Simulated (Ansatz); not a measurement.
Geometry optimisation, RKS PBE/def2-SVP (Ansatz 0.2.0).

The input (input.yaml):

```yaml
crystal:
  periodic: [false, false, false]
  atoms:
    - { symbol: B, position_ang: [-0.798816, 0.039321, -0.191185] }
    - { symbol: F, position_ang: [1.886905, 0.155251, 0.066865] }
    - { symbol: H, position_ang: [-0.863697, -0.566534, -1.237643] }
    - { symbol: H, position_ang: [-1.082187, 1.214449, -0.120729] }
    - { symbol: H, position_ang: [1.378861, -0.297057, 0.684825] }
    - { symbol: H, position_ang: [-0.521066, -0.54533, 0.797866] }
basis:
  gaussian: { orbitals: def2-SVP }
hamiltonian:
  xc: pbe
relax:
  f_tol: 0.03
  max_steps: 50
output:
  orbitals: {}
```

Launched with:

```bash
$ ansatz run input.yaml --threads 1 --pin off --max-ram 2048MiB --backend cpu --events-out ev --progress --plain --runs-dir out
```

**Question.** Where does it end, and by what steps?

**Answer.** The forces met the threshold. The force dipped under the threshold on the way, but the program's further checks kept it going. After 10 steps the energy has fallen by 0.263 eV; F2 moved furthest, 0.58 Å.

```
step  energy less start (eV)  largest force component (eV/Å)  accepted
   0                  0.0000                           0.807       yes
   1                 -0.0994                           0.559       yes
   2                 -0.1845                           0.747       yes
   3                 -0.2297                           0.580       yes
   4                 -0.2476                           0.267       yes
   5                 -0.2584                           0.100       yes
   6                 -0.2604                           0.048       yes
   7                 -0.2615                           0.046       yes
   8                 -0.2626                           0.022       yes
   9                 -0.2628                           0.049       yes
  10                 -0.2629                           0.008       yes
```

```xyz
6
Properties=species:S:1:pos:R:3
B -0.540 0.046 -0.165
F 1.336 0.209 -0.105
H -0.681 -0.561 -1.208
H -0.870 1.213 -0.094
H 1.310 -0.296 0.695
H -0.555 -0.610 0.877
```

Time of the run: 9.6 s on 1 CPU thread of a shared host.
